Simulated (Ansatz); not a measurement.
A nudged elastic band was laid between two geometries of H₆N₂Si (9 atoms, charge 0, multiplicity 1).

Method: RKS B3LYP/def2-SVP (Ansatz).

```
movable images  : 9
climbing image  : yes
spring          : 5.0 eV/Å²
optimiser       : quadratic models (default)
start path      : through a guess of the saddle point
force threshold : 0.03 eV/Å
iteration limit : 60
end points      : relaxed
```

First end point:

```xyz
9
Properties=species:S:1:pos:R:3
Si 0.358 -0.092 0.057
N 0.671 -0.162 1.756
H -0.079 -0.083 2.435
H 1.550 0.184 2.128
H 1.728 -0.137 -0.548
H -0.323 1.133 -0.477
N -0.741 -1.365 -0.345
H -0.514 -2.337 -0.160
H -1.361 -1.271 -1.144
```

Last end point:

```xyz
9
Properties=species:S:1:pos:R:3
Si 0.086 0.207 -0.651
N 1.184 -0.089 1.221
H 0.652 -0.782 1.753
H 1.281 0.757 1.788
H 2.119 -0.469 1.060
H -0.869 1.047 0.218
N -0.809 -1.311 -0.500
H -1.695 -1.432 -0.016
H -0.659 -2.058 -1.171
```

(1) Which bonds break or form, and what moves?

(2) What energy profile does the band end with?

(3) What is the geometry of the highest image?

The band took 39 iterations and about 9 core-minutes.

Results:

(1) Bonds broken: Si1–H5. Bonds formed: N2–H5.

(2) The run converged. The highest image is number 8 of 0 to 10, 3.03 eV above the first end and 1.59 eV above the last; the last end lies 1.44 eV above the first. The profile has 3 maxima (images 1, 5, 8) with wells between them (images 2, 6): this band takes more than one step, which may be the mechanism or a detour left from its start path. Neighbouring images differ by up to 3.0 eV, so the band resolves the path poorly. A vibrational analysis at the climbing image gives one clearly imaginary mode, 1494i cm⁻¹: a first-order saddle point. The orbitals stay closed-shell, which can raise the energy where a bond breaks towards radicals; this wasn't checked here.

| image | path coordinate (Å) | energy (eV) | Si1–H5 (Å) | N2–H5 (Å) |
| --- | --- | --- | --- | --- |
| 0 | 0.00 | 0.00 | 1.50 | 2.54 |
| 1 | 1.33 | 0.11 | 1.50 | 2.61 |
| 2 | 2.66 | 0.00 | 1.50 | 2.77 |
| 3 | 3.99 | 0.02 | 1.49 | 2.57 |
| 4 | 5.32 | 0.02 | 1.50 | 2.52 |
| 5 | 6.65 | 0.08 | 1.49 | 2.59 |
| 6 | 7.99 | 0.01 | 1.50 | 2.77 |
| 7 | 9.34 | 0.05 | 1.48 | 2.50 |
| 8 | 10.68 | 3.03 | 1.63 | 1.38 |
| 9 | 11.93 | 1.46 | 2.72 | 1.02 |
| 10 | 13.18 | 1.44 | 2.74 | 1.02 |

(3) 
```xyz
9
Properties=species:S:1:pos:R:3
Si 0.284 -0.137 -0.303
N 1.034 -0.045 1.481
H 1.465 -0.902 1.830
H 0.765 0.565 2.263
H 1.768 0.128 0.323
H -0.487 1.148 -0.212
N -0.927 -1.351 -0.542
H -1.909 -1.240 -0.306
H -0.703 -2.295 -0.835
```

Run time: 9.4 min on 1 thread of AMD EPYC 7R43 64-Core Processor (Zen 3) (shared host), peak memory 0.15 GiB.
